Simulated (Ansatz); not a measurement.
**How the band gap of KLaGeS4 (P2₁, No. 4; structure not from a measured cell) moves with the method**

No measured value is used here.

| level (code) | value (eV) |
|---|---|
| LDA (Ansatz) | 2.17 |
| PBEsol (Ansatz) | 2.25 |
| r²SCAN+SOC (Ansatz) | 2.72 (indirect) |
| HSE06+SOC (Ansatz) | 3.32 (indirect) |
| PBE0 (Ansatz) | 4.04 |

Computed values are for a static lattice. Levels without +SOC have no spin–orbit coupling; where heavier elements are present it shifts gaps, mostly down, and can invert bands.  r²SCAN+SOC: the gap is read on the k mesh or supercell of the run alone and can be too large. Values are at the PBEsol cell. Cutoffs and k meshes differ between the levels. Ansatz's density-functional and Hartree–Fock values are scalar-relativistic unless marked +SOC, with PAW data made under PBE.

Ansatz is a first-principles code.
